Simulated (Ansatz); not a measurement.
# CH3FSi (SMILES FC=[SiH2]): a rigid scan of the bond length Si3–H6

Aim: the energy along the bond length Si3–H6, from CCSD(T) and from cheaper methods, relative to the minimum. No other atom is relaxed.

The runs use Ansatz 0.2.0, Gaussian basis; single points in def2-TZVPP.

Levels: PBE-D4, r2SCAN-D4, PBE0-D4, B3LYP-D4, wB97M-V, Hartree-Fock, MP2, CCSD, CCSD(T). The scan takes 1.209, 1.271, 1.362, 1.468, 1.586, 1.713, 1.848, 1.989, 2.137 Å.

Correlated methods freeze the cores. B3LYP uses VWN-RPA correlation.

27 further runs of the same task are left out: 27 set aside as unsound or not needed.

### Step 1. Where the work starts

The minimum, relaxed at PBE0-D4: SMILES `FC=[SiH2]`, 6 atoms, charge 0, spin multiplicity 1.

Atoms are counted from 1 here; the program's logs count them from 0.

Bond lengths: F1–C2 1.342 Å, C2–Si3 1.720 Å, C2–H4 1.087 Å, Si3–H5 1.473 Å, Si3–H6 1.474 Å. Angles: F1–C2–Si3 125.2°, F1–C2–H4 112.1°, Si3–C2–H4 122.7°, C2–Si3–H5 117.3°, C2–Si3–H6 123.3°, H5–Si3–H6 119.4°.

As a file:

```mol
CH3FSi
  3D, bonds by distance, orders not assigned

  6  5  0  0  0  0  0  0  0  0999 V2000
   -0.5433   -1.6573    0.9268 F   0  0
   -0.2443   -0.8406   -0.0954 C   0  0
    0.2355    0.8038    0.0569 Si  0  0
   -0.3389   -1.3388   -1.0574 H   0  0
    0.5239    1.5416   -1.1850 H   0  0
    0.3670    1.4914    1.3541 H   0  0
  1  2  8  0
  2  3  8  0
  2  4  8  0
  3  5  8  0
  3  6  8  0
M  END
```

Energies of the minimum (eV), from earlier single points: PBE-D4 -11672.01801, r2SCAN-D4 -11677.44588, PBE0-D4 -11672.71529, B3LYP-D4 -11680.81993, wB97M-V -11678.04945, CCSD(T) -11661.31709.

At the minimum the bond length Si3–H6 is 1.474 Å.

### Step 2. Si3–H6 = 1.209 Å

ccsdt-tzvpp/in.yaml

```yaml
crystal:
  periodic: [false, false, false]
  atoms:
    - {symbol: F, position_ang: [-0.543265, -1.657329, 0.926803]}
    - {symbol: C, position_ang: [-0.244273, -0.840623, -0.095397]}
    - {symbol: Si, position_ang: [0.235539, 0.803768, 0.056922]}
    - {symbol: H, position_ang: [-0.338888, -1.338806, -1.057391]}
    - {symbol: H, position_ang: [0.523888, 1.541554, -1.185047]}
    - {symbol: H, position_ang: [0.343360, 1.367781, 1.120851]}
basis:
  gaussian: {orbitals: def2-TZVPP}
correlation: {method: ccsd_t}
```

No record of the launch command was kept for these runs.

Further steps of the session: Si3–H6 = 1.271 Å; Si3–H6 = 1.362 Å; Si3–H6 = 1.468 Å; Si3–H6 = 1.586 Å; Si3–H6 = 1.713 Å; Si3–H6 = 1.848 Å; Si3–H6 = 1.989 Å; Si3–H6 = 2.137 Å.

**Question.** What will these runs give? Wanted: highest point, CCSD(T); lowest point, CCSD(T); minimum along the scan, CCSD(T); RMS deviation from CCSD(T); largest T1 diagnostic.

As calculated:

```
                       quantity                                                                                                value
         highest point, CCSD(T)                                                                                  1798 meV at 2.137 Å
          lowest point, CCSD(T)                                                                                     0 meV at 1.468 Å
minimum along the scan, CCSD(T)                                                                                              1.468 Å
                curvature there                                                                                           19.1 eV/Å²
     RMS deviation from CCSD(T)  PBE-D4 87, r2SCAN-D4 19, PBE0-D4 16, B3LYP-D4 12, wB97M-V 44, Hartree-Fock 125, MP2 68, CCSD 20 meV
          largest T1 diagnostic                                                                                                0.017
```

A polynomial through the near points puts the CCSD(T) minimum 0.006 Å below the PBE0-D4 value. It is steeper on the short side than on the long one. Curvature against CCSD(T): PBE-D4 -8 %, Hartree-Fock +8 %. The curve of B3LYP-D4 lies nearest to CCSD(T), that of Hartree-Fock farthest. The restricted Hartree–Fock reference is unstable towards an unrestricted one at one or more of these structures.
